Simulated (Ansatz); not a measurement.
Molecular dynamics of C₂H₄N, charge +1

input.yaml

```yaml
crystal:
  periodic: [false, false, false]
  atoms:
    - { symbol: C, position_ang: [-0.554922, 0.630173, -0.411292] }
    - { symbol: C, position_ang: [0.298807, -0.33936, 0.221449] }
    - { symbol: "N", position_ang: [0.980082, -1.113045, 0.726515] }
    - { symbol: H, position_ang: [-0.112911, 1.634371, -0.291062] }
    - { symbol: H, position_ang: [-1.55057, 0.600251, 0.064132] }
    - { symbol: H, position_ang: [-0.645163, 0.387105, -1.484143] }
    - { symbol: H, position_ang: [1.584687, -1.799506, 1.174401] }
total_charge: 1
basis:
  gaussian: { orbitals: def2-SVP }
hamiltonian:
  xc: b3lyp
  dispersion: d4
md:
  timestep: 0.5
  n_steps: 150
  ensemble: nvt_nose_hoover
  temperature: 300.0
  initial_velocities: maxwell_boltzmann
  seed: 373104
  nose_hoover: { tau: 100.0, chain_length: 3 }
  temperature_schedule:
    - { n_steps: 37, end_temperature: 300.0 }
    - { n_steps: 113, end_temperature: 75.0 }
```

Run as:

```bash
$ ansatz run input.yaml --threads 1 --pin off --max-ram 2048MiB --backend cpu --events-out ev --progress --plain --runs-dir out
```

It starts from a relaxed structure.

Output, in part (one step line in 3, the closing report, with atoms numbered from 0):

```
md step     0: t =     0.00 fs  T =   300.0 K (target 300.0 K)  F+E_penalty+E_count = -3618.34882761 eV  E_kin = 0.193890 eV  conserved = -3618.15493761 eV  (22 SCF iters)
md step     3: t =     1.50 fs  T =   256.0 K (target 300.0 K)  F+E_penalty+E_count = -3618.31995176 eV  E_kin = 0.165435 eV  conserved = -3618.15451768 eV  (24 SCF iters)
md step     6: t =     3.00 fs  T =   195.4 K (target 300.0 K)  F+E_penalty+E_count = -3618.28051959 eV  E_kin = 0.126258 eV  conserved = -3618.15427285 eV  (24 SCF iters)
md step     9: t =     4.50 fs  T =   162.3 K (target 300.0 K)  F+E_penalty+E_count = -3618.25949487 eV  E_kin = 0.104877 eV  conserved = -3618.15465556 eV  (25 SCF iters)
md step    12: t =     6.00 fs  T =    99.9 K (target 300.0 K)  F+E_penalty+E_count = -3618.21890407 eV  E_kin = 0.064540 eV  conserved = -3618.15443830 eV  (24 SCF iters)
md step    15: t =     7.50 fs  T =    43.2 K (target 300.0 K)  F+E_penalty+E_count = -3618.18191523 eV  E_kin = 0.027932 eV  conserved = -3618.15408905 eV  (24 SCF iters)
md step    18: t =     9.00 fs  T =    53.1 K (target 300.0 K)  F+E_penalty+E_count = -3618.18848589 eV  E_kin = 0.034290 eV  conserved = -3618.15433318 eV  (24 SCF iters)
md step    21: t =    10.50 fs  T =    90.6 K (target 300.0 K)  F+E_penalty+E_count = -3618.21288006 eV  E_kin = 0.058569 eV  conserved = -3618.15451838 eV  (24 SCF iters)
md step    24: t =    12.00 fs  T =   119.2 K (target 300.0 K)  F+E_penalty+E_count = -3618.23112412 eV  E_kin = 0.077049 eV  conserved = -3618.15440502 eV  (24 SCF iters)
md step    27: t =    13.50 fs  T =   155.6 K (target 300.0 K)  F+E_penalty+E_count = -3618.25447305 eV  E_kin = 0.100583 eV  conserved = -3618.15440315 eV  (24 SCF iters)
md step    30: t =    15.00 fs  T =   196.9 K (target 300.0 K)  F+E_penalty+E_count = -3618.28111459 eV  E_kin = 0.127266 eV  conserved = -3618.15462556 eV  (24 SCF iters)
md step    33: t =    16.50 fs  T =   206.5 K (target 300.0 K)  F+E_penalty+E_count = -3618.28691666 eV  E_kin = 0.133432 eV  conserved = -3618.15458733 eV  (24 SCF iters)
md step    36: t =    18.00 fs  T =   186.7 K (target 300.0 K)  F+E_penalty+E_count = -3618.27368772 eV  E_kin = 0.120641 eV  conserved = -3618.15448263 eV  (24 SCF iters)
md step    39: t =    19.50 fs  T =   161.6 K (target 297.0 K)  F+E_penalty+E_count = -3618.25708889 eV  E_kin = 0.104474 eV  conserved = -3618.15436358 eV  (24 SCF iters)
md step    42: t =    21.00 fs  T =   150.7 K (target 291.0 K)  F+E_penalty+E_count = -3618.24988784 eV  E_kin = 0.097414 eV  conserved = -3618.15452367 eV  (24 SCF iters)
md step    45: t =    22.50 fs  T =   127.0 K (target 285.1 K)  F+E_penalty+E_count = -3618.23431786 eV  E_kin = 0.082080 eV  conserved = -3618.15458098 eV  (24 SCF iters)
md step    48: t =    24.00 fs  T =    87.2 K (target 279.1 K)  F+E_penalty+E_count = -3618.20797555 eV  E_kin = 0.056382 eV  conserved = -3618.15417569 eV  (24 SCF iters)
md step    51: t =    25.50 fs  T =    98.6 K (target 273.1 K)  F+E_penalty+E_count = -3618.21518303 eV  E_kin = 0.063719 eV  conserved = -3618.15426174 eV  (25 SCF iters)
md step    54: t =    27.00 fs  T =   145.7 K (target 267.1 K)  F+E_penalty+E_count = -3618.24566868 eV  E_kin = 0.094141 eV  conserved = -3618.15465135 eV  (24 SCF iters)
md step    57: t =    28.50 fs  T =   163.5 K (target 261.2 K)  F+E_penalty+E_count = -3618.25654479 eV  E_kin = 0.105699 eV  conserved = -3618.15440657 eV  (24 SCF iters)
md step    60: t =    30.00 fs  T =   189.4 K (target 255.2 K)  F+E_penalty+E_count = -3618.27261736 eV  E_kin = 0.122415 eV  conserved = -3618.15426895 eV  (25 SCF iters)
md step    63: t =    31.50 fs  T =   244.3 K (target 249.2 K)  F+E_penalty+E_count = -3618.30789172 eV  E_kin = 0.157912 eV  conserved = -3618.15469523 eV  (24 SCF iters)
md step    66: t =    33.00 fs  T =   253.6 K (target 243.3 K)  F+E_penalty+E_count = -3618.31316495 eV  E_kin = 0.163900 eV  conserved = -3618.15474997 eV  (24 SCF iters)
md step    69: t =    34.50 fs  T =   206.5 K (target 237.3 K)  F+E_penalty+E_count = -3618.28161272 eV  E_kin = 0.133460 eV  conserved = -3618.15433629 eV  (24 SCF iters)
md step    72: t =    36.00 fs  T =   167.8 K (target 231.3 K)  F+E_penalty+E_count = -3618.25618903 eV  E_kin = 0.108445 eV  conserved = -3618.15449906 eV  (24 SCF iters)
md step    75: t =    37.50 fs  T =   117.8 K (target 225.3 K)  F+E_penalty+E_count = -3618.22345937 eV  E_kin = 0.076136 eV  conserved = -3618.15453802 eV  (24 SCF iters)
md step    78: t =    39.00 fs  T =    51.3 K (target 219.4 K)  F+E_penalty+E_count = -3618.17987306 eV  E_kin = 0.033165 eV  conserved = -3618.15419975 eV  (24 SCF iters)
md step    81: t =    40.50 fs  T =    26.3 K (target 213.4 K)  F+E_penalty+E_count = -3618.16357806 eV  E_kin = 0.016996 eV  conserved = -3618.15419484 eV  (22 SCF iters)
md step    84: t =    42.00 fs  T =    48.8 K (target 207.4 K)  F+E_penalty+E_count = -3618.17815028 eV  E_kin = 0.031552 eV  conserved = -3618.15434720 eV  (24 SCF iters)
md step    87: t =    43.50 fs  T =    92.5 K (target 201.4 K)  F+E_penalty+E_count = -3618.20612295 eV  E_kin = 0.059795 eV  conserved = -3618.15436012 eV  (25 SCF iters)
md step    90: t =    45.00 fs  T =   150.0 K (target 195.5 K)  F+E_penalty+E_count = -3618.24282654 eV  E_kin = 0.096957 eV  conserved = -3618.15441391 eV  (24 SCF iters)
md step    93: t =    46.50 fs  T =   213.4 K (target 189.5 K)  F+E_penalty+E_count = -3618.28303128 eV  E_kin = 0.137927 eV  conserved = -3618.15443514 eV  (24 SCF iters)
md step    96: t =    48.00 fs  T =   272.4 K (target 183.5 K)  F+E_penalty+E_count = -3618.32030985 eV  E_kin = 0.176073 eV  conserved = -3618.15462223 eV  (24 SCF iters)
md step    99: t =    49.50 fs  T =   292.4 K (target 177.5 K)  F+E_penalty+E_count = -3618.33207977 eV  E_kin = 0.188978 eV  conserved = -3618.15469217 eV  (23 SCF iters)
md step   102: t =    51.00 fs  T =   259.2 K (target 171.6 K)  F+E_penalty+E_count = -3618.30927476 eV  E_kin = 0.167509 eV  conserved = -3618.15448575 eV  (23 SCF iters)
md step   105: t =    52.50 fs  T =   211.4 K (target 165.6 K)  F+E_penalty+E_count = -3618.27728253 eV  E_kin = 0.136606 eV  conserved = -3618.15431571 eV  (24 SCF iters)
md step   108: t =    54.00 fs  T =   175.3 K (target 159.6 K)  F+E_penalty+E_count = -3618.25345887 eV  E_kin = 0.113276 eV  conserved = -3618.15456969 eV  (24 SCF iters)
md step   111: t =    55.50 fs  T =   116.3 K (target 153.7 K)  F+E_penalty+E_count = -3618.21458659 eV  E_kin = 0.075158 eV  conserved = -3618.15438606 eV  (24 SCF iters)
md step   114: t =    57.00 fs  T =    69.9 K (target 147.7 K)  F+E_penalty+E_count = -3618.18392872 eV  E_kin = 0.045169 eV  conserved = -3618.15406715 eV  (24 SCF iters)
md step   117: t =    58.50 fs  T =    89.2 K (target 141.7 K)  F+E_penalty+E_count = -3618.19646379 eV  E_kin = 0.057669 eV  conserved = -3618.15441431 eV  (24 SCF iters)
md step   120: t =    60.00 fs  T =   117.9 K (target 135.7 K)  F+E_penalty+E_count = -3618.21464049 eV  E_kin = 0.076170 eV  conserved = -3618.15453827 eV  (24 SCF iters)
md step   123: t =    61.50 fs  T =   130.6 K (target 129.8 K)  F+E_penalty+E_count = -3618.22206784 eV  E_kin = 0.084406 eV  conserved = -3618.15426419 eV  (24 SCF iters)
md step   126: t =    63.00 fs  T =   166.9 K (target 123.8 K)  F+E_penalty+E_count = -3618.24509984 eV  E_kin = 0.107889 eV  conserved = -3618.15445066 eV  (24 SCF iters)
md step   129: t =    64.50 fs  T =   198.3 K (target 117.8 K)  F+E_penalty+E_count = -3618.26471422 eV  E_kin = 0.128156 eV  conserved = -3618.15458695 eV  (24 SCF iters)
md step   132: t =    66.00 fs  T =   197.6 K (target 111.8 K)  F+E_penalty+E_count = -3618.26328159 eV  E_kin = 0.127710 eV  conserved = -3618.15441803 eV  (24 SCF iters)
md step   135: t =    67.50 fs  T =   190.3 K (target 105.9 K)  F+E_penalty+E_count = -3618.25782397 eV  E_kin = 0.123000 eV  conserved = -3618.15442666 eV  (24 SCF iters)
md step   138: t =    69.00 fs  T =   174.2 K (target 99.9 K)  F+E_penalty+E_count = -3618.24685190 eV  E_kin = 0.112574 eV  conserved = -3618.15456119 eV  (24 SCF iters)
md step   141: t =    70.50 fs  T =   132.8 K (target 93.9 K)  F+E_penalty+E_count = -3618.21932176 eV  E_kin = 0.085833 eV  conserved = -3618.15431384 eV  (24 SCF iters)
md step   144: t =    72.00 fs  T =   104.4 K (target 87.9 K)  F+E_penalty+E_count = -3618.20055347 eV  E_kin = 0.067451 eV  conserved = -3618.15432420 eV  (24 SCF iters)
md step   147: t =    73.50 fs  T =    94.0 K (target 82.0 K)  F+E_penalty+E_count = -3618.19352013 eV  E_kin = 0.060738 eV  conserved = -3618.15433588 eV  (25 SCF iters)
md step   150: t =    75.00 fs  T =   102.5 K (target 76.0 K)  F+E_penalty+E_count = -3618.19855465 eV  E_kin = 0.066228 eV  conserved = -3618.15420060 eV  (24 SCF iters)
Total energy: -3618.19873740 eV, -132.9663510964 hartree
Atom 0 at    -0.576078     0.612443    -0.423248 Å, force     0.565156     0.878572     0.684575 eV/Å
Atom 1 at     0.319740    -0.328449     0.218630 Å, force    -1.190244    -0.418638    -0.790236 eV/Å
Atom 2 at     0.981309    -1.115808     0.723493 Å, force     0.726582    -0.604306     0.873315 eV/Å
Atom 3 at    -0.019687     1.553478    -0.186172 Å, force    -0.509393     0.162429    -0.490728 eV/Å
Atom 4 at    -1.560768     0.680599     0.110342 Å, force     0.531531    -0.321780    -0.284835 eV/Å
Atom 5 at    -0.694742     0.496263    -1.527640 Å, force     0.206148    -0.204361     0.553517 eV/Å
Atom 6 at     1.536862    -1.788468     1.284849 Å, force    -0.329779     0.508084    -0.545608 eV/Å
Dipole moment:     0.124630    -0.125786     0.150056 e Å
```

The run went to its last step. The conserved energy stayed within 0.12 meV per atom of its start (net change 0.11 meV per atom), so the integration is sound. The schedule's set-point averaged 150 K over the second half and the system 147 K. A run of 0.075 ps of so small a system gives no equilibrium averages. Limits of this set-up: the dipole of an ion depends on the origin.

The same pairs are bonded in the first frame and the last. Pairs count as bonded within 1.25 times the sum of covalent radii (0.12 Å more for H–H).

Last frame:

```xyz
7
Properties=species:S:1:pos:R:3
C -0.576 0.612 -0.423
C 0.320 -0.328 0.219
N 0.981 -1.116 0.724
H -0.020 1.554 -0.186
H -1.561 0.681 0.110
H -0.695 0.496 -1.528
H 1.537 -1.788 1.285
```

Run time: 2.6 min on 1 CPU thread of a shared host.
